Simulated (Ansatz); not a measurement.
**BSiH3 (singlet): the correlation ladder, cc-pVDZ**

The task here is to estimate one member of a computed series from the others.

Method: cc-pVDZ, core rule «outside noble gas», up to 6 orbitals frozen; program: Ansatz 0.2.0, Gaussian basis.

Plan: UHF; CCSD(T) on RHF; BCCD(T) on RHF; CISD; CCSDT(Q) on RHF; CCSDTQ on RHF; CASSCF and MRCISD+Q, 10 electrons in 11 orbitals; CASSCF and MRCISD+Q(relaxed), 10 electrons in 11 orbitals; CASSCF and NEVPT2, 10 electrons in 11 orbitals.

3 further runs of the same task are left out: 3 set aside as unsound or not needed.

### The geometry

The geometry is a PBE0/def2-TZVP stationary point (not a proven minimum).

5 atoms, charge 0, spin multiplicity 1.

Atoms are counted from 1 here; the program's logs count them from 0.

Bond lengths: Si1–B2 1.818 Å, Si1–H3 1.714 Å, Si1–H4 1.714 Å, B2–H3 1.316 Å, B2–H4 1.316 Å, B2–H5 1.184 Å. Angles: B2–Si1–H3 43.6°, B2–Si1–H4 43.6°, H3–Si1–H4 66.6°, Si1–B2–H3 64.0°, Si1–B2–H4 64.0°, Si1–B2–H5 178.0°, H3–B2–H4 91.3°, H3–B2–H5 117.3°, H4–B2–H5 117.3°, Si1–H3–B2 72.4°, Si1–H4–B2 72.4°.

As a file:

| atom | x (Å) | y (Å) | z (Å) |
| --- | --- | --- | --- |
| Si1 | 0.0091 | 0.0000 | 0.6016 |
| B2 | 0.0825 | 0.0000 | -1.2150 |
| H3 | -0.6559 | -0.9412 | -0.6669 |
| H4 | -0.6559 | 0.9412 | -0.6669 |
| H5 | 0.1724 | 0.0000 | -2.3958 |

Set-up of the first run:

in.yaml reads:

```yaml
crystal:
  periodic: [false, false, false]
  atoms:
    - {symbol: Si, position_ang: [0.009145, 0.000000, 0.601555]}
    - {symbol: B, position_ang: [0.082475, 0.000000, -1.215039]}
    - {symbol: H, position_ang: [-0.655933, -0.941243, -0.666868]}
    - {symbol: H, position_ang: [-0.655935, 0.941242, -0.666868]}
    - {symbol: H, position_ang: [0.172446, 0.000000, -2.395826]}
basis:
  gaussian: {orbitals: cc-pVDZ}
magnetization: {spin_polarized: true, initial_magnetization: 0}
hamiltonian: {xc: hf}
output: {orbitals: {seedname: orbitals}}
```

Started as:

```
$ ansatz run in.yaml --threads 1 --pin off --events-out ev --progress --plain --max-ram 4096MiB --backend cpu
```

Among the steps run: UHF; CCSD(T) on RHF; BCCD(T) on RHF; CISD; CCSDT(Q) on RHF; CCSDTQ on RHF; CASSCF and MRCISD+Q, 10 electrons in 11 orbitals; CASSCF and MRCISD+Q(relaxed), 10 electrons in 11 orbitals; CASSCF and NEVPT2, 10 electrons in 11 orbitals.

One table of the session follows, with a row left open; its other results are not shown here.

| method | from RCCSDTQ (meV) |
| --- | --- |
| RHF | +6371.1 |
| RMP2 | +1199.7 |
| CISD | +770.8 |
| RCCSD | ? |
| RCCSD(T) | +43.4 |
| BCCD(T) | +42.3 |
| RCCSDT | +14.3 |
| RCCSDT(Q) | +0.5 |
| RCCSDTQ | 0 |
| CASSCF valence | +3565.0 |
| NEVPT2 valence | +882.9 |
| MRCISD valence | +232.3 |
| MRCISD+Q valence | +14.4 |
| MRCISD+Q(relaxed) valence | -20.8 |

**Question.** Estimate the row for RCCSD.

The run gave: from RCCSDTQ (meV): +274.5. In the column «from RCCSDTQ (meV)» it lies between MRCISD valence (+232.3) and CISD (+770.8).
